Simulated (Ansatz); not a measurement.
# H$_{3}$Si–CH, triplet in cc-pVDZ: errors against UCCSDT(Q)

Geometry: a PBE0/def2-TZVP stationary point for this spin, not checked as a minimum.

```yaml
atoms:
  - { symbol: Si, position_ang: [0.0000, 0.0155, 0.5207] }
  - { symbol: C, position_ang: [0.0000, -0.0679, -1.2849] }
  - { symbol: H, position_ang: [0.0000, 1.4324, 0.9821] }
  - { symbol: H, position_ang: [1.2072, -0.6637, 1.0635] }
  - { symbol: H, position_ang: [-1.2072, -0.6637, 1.0635] }
  - { symbol: H, position_ang: [0.0000, 0.2722, -2.3081] }
```

Basis cc-pVDZ; Ansatz 0.2.0. Only valence electrons are correlated (noble-gas cores frozen), which leaves 12 electrons in 46 orbitals. Prefix R: restricted or restricted open-shell reference; prefix U: unrestricted. Active spaces: frontier = (10e, 10o) about the gap.

Full CI isn't at hand for all of this; UCCSDT(Q) serves as the reference, and is uncertain by about the last step of the cluster series. The frozen core follows each run's orbitals, which can shift R against U totals by a few meV.

For open shells CISD is restricted-active-space CI with the open shells as a complete middle space.

* UHF ⟨S²⟩: 2.025
* T1 diagnostic (RCCSD): 0.0211
* largest doubles amplitude (RCCSD): 0.026
* T1 diagnostic (UCCSD): 0.0136

```
                  level  E − E(UCCSDT(Q)) (kJ/mol)  share of correlation (%)  wall time
                    RHF                      645.2                      0.00          –
                    UHF                      623.9                      3.31          –
                   RMP2                      128.6                     80.07          –
                   UMP2                      127.6                     80.22          –
                   CISD                       64.1                     90.07        7 s
                  RCCSD                       16.4                     97.46          –
                  UCCSD                       16.0                     97.52          –
               RCCSD(T)                        3.3                     99.48      1.5 s
               UCCSD(T)                        3.2                     99.50      1.4 s
                BCCD(T)                        3.3                     99.49      1.9 s
                 RCCSDT                        0.7                     99.90          –
                 UCCSDT                        0.6                     99.91          –
              RCCSDT(Q)                        0.1                     99.98       53 s
CASSCF (frontier space)                      470.0                     27.16          –
NEVPT2 (frontier space)                      119.9                     81.42       26 s
```

The correlation energy at UCCSDT(Q), counted from RHF, is -6.687 eV. That run took 47 s on 1 thread of Arm Neoverse V1, shared host.

Times hold each run's SCF and search for its determinant on a shared host, so for small cases they say little of a method's own cost; they ran on 1 thread of Arm Neoverse V1.

Atomization energy (electronic, same basis, no zero-point term; atoms at the same level, unrestricted beside the R rows where the molecule is a closed shell, with restricted open-shell steps beyond CCSDT(Q)) at UCCSDT(Q): 1567.9 kJ/mol. Errors of other levels:

```csv
level,error (kJ/mol)
RHF,-258.3
UHF,-257.3
RMP2,-14.2
UMP2,-15.0
CISD,-54.3
RCCSD,-8.8
UCCSD,-8.9
RCCSD(T),-1.2
UCCSD(T),-1.2
BCCD(T),-1.1
RCCSDT,-0.4
UCCSDT,-0.4
RCCSDT(Q),0.0
```

This basis is far from its limit, so the value isn't to be set against a measured one. Truncated CI isn't size-consistent, which counts against it in atomization.
